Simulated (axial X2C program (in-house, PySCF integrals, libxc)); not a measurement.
**Nuclear properties of AlOH⁻**

Calculated with an in-house all-electron X2C program for linear molecules (integrals from PySCF): two-component X2C with atomic mean-field Coulomb and Gaunt terms, Gaussian nuclei, basis Al dyall-v3z, O dyall-av3z, H dyall-v3z with contracted cores.

Al–O–H held linear, with bonds 1.745 and 0.949 Å (near the PBE0 minimum at charge -1 of the determinant lowest at the starting distance; the state shown can have its own minimum elsewhere, held linear; other orders of the atoms were not compared).

Input and command:
```json
{"zs": [13, 8, 1], "q": -1, "bas": ["dyall-v3z", "dyall-av3z", "dyall-v3z"], "r0": [1.89, 0.96], "symm": 0, "scan": ["PBE0", "HF", "B3LYP"], "levels": ["PBE0", "HF", "BHandHLYP"], "nst": 2}
```
```bash
python solin.py task.json out
```

Keys: zs atomic numbers; q charge; bas basis sets; r0 starting distance in Å; symm equal bonds; scan levels of the two-bond scan; levels methods; nst determinants followed.

Determinant lowest in the PBE0 search, Ω = 1/2 (⟨Sz⟩ = -0.50, ⟨Lz⟩ = 1.00 at PBE0), spin on the atoms Al -0.57, O 0.08, H 0.00:

```json
{"level": "PBE0", "Eeff magnitude (GV/cm)": "0.00968", "Ws magnitude Al (kHz)": "0.00753", "A∥/gI Al (MHz)": "233", "qzz Al (a.u.)": "-0.55", "A∥/gI O (MHz)": "64.3", "qzz O (a.u.)": "1.55", "A∥/gI H (MHz)": "2.31", "qzz H (a.u.)": "0.54"}
{"level": "HF", "Eeff magnitude (GV/cm)": "0.0216", "Ws magnitude Al (kHz)": "0.0168", "A∥/gI Al (MHz)": "276", "qzz Al (a.u.)": "-0.66", "A∥/gI O (MHz)": "32", "qzz O (a.u.)": "1.61", "A∥/gI H (MHz)": "2.09", "qzz H (a.u.)": "0.54"}
{"level": "BHandHLYP", "Eeff magnitude (GV/cm)": "0.00727", "Ws magnitude Al (kHz)": "0.00588", "A∥/gI Al (MHz)": "205", "qzz Al (a.u.)": "-0.58", "A∥/gI O (MHz)": "52.9", "qzz O (a.u.)": "1.59", "A∥/gI H (MHz)": "1.99", "qzz H (a.u.)": "0.54"}
```

Determinant 0.01 eV from it at PBE0 and this distance, Ω = 3/2 (⟨Sz⟩ = 0.50, ⟨Lz⟩ = 1.00 at PBE0), spin on the atoms Al 0.57, O -0.08, H 0.00:

```
    level  Eeff magnitude (GV/cm)  Ws magnitude Al (kHz)  A∥/gI Al (MHz)  qzz Al (a.u.)  A∥/gI O (MHz)  qzz O (a.u.)  A∥/gI H (MHz)  qzz H (a.u.)
     PBE0                  0.0099                0.00255            3.23          -0.55           18.5          1.55           1.07          0.54
       HF                  0.0232                0.00598           -19.5          -0.66           24.9          1.61          0.843          0.54
BHandHLYP                 0.00758                0.00201            16.2          -0.59             20          1.59           1.02          0.54
```

Eeff is the effective electric field on the electron electric dipole moment in this Ω state and Ws the scalar–pseudoscalar constant of the nucleus named (defined with the proton number Z and per Ω); A∥ (defined per Ω) follows by multiplying with gI = μI/(I μN); qzz is the electric field gradient, eQq0 = 234.96 MHz × Q/barn × qzz. The operators were transformed with the bare-nucleus X2C matrices; with these basis sets, hyperfine constants and field gradients can be off by tens of per cent, and where levels differ in sign neither size nor sign is settled.

Question: With gI(27Al) = 1.4566, Q(27Al) = 0.1466 barn, Q(17O) = -0.02558 barn, gI(1H) = 5.5857 (g factors from the IAEA table of nuclear moments by Stone; Q from Pyykkö, Mol. Phys. 2018), turn the PBE0 values of the first state into constants in MHz.

Answer: A∥(27Al) = 233 × 1.4566 = 339 MHz; eQq0(27Al) = 234.96 × (0.1466) × (-0.55) = -18.9 MHz; eQq0(17O) = 234.96 × (-0.02558) × (1.55) = -9.32 MHz; A∥(1H) = 2.31 × 5.5857 = 12.9 MHz.

The molecule was held linear; bending was not examined, so a bent shape may lie lower.

Each state is one determinant with collinear spin. Unrestricted Hartree–Fock can overshoot spin polarisation at the nuclei. For an anion, determinants above electron detachment, or with a positive highest level, are held by the basis set. Where Eeff spreads by more than a factor of two the levels disagree and none is to be relied on. The search compared states at one distance, so a state with another bond length can lie lower. Where a field gradient or hyperfine factor spreads by more than a factor of two over the levels, a constant derived from it is not to be relied on. PBE0 term energies can be off by some tenths of an eV.
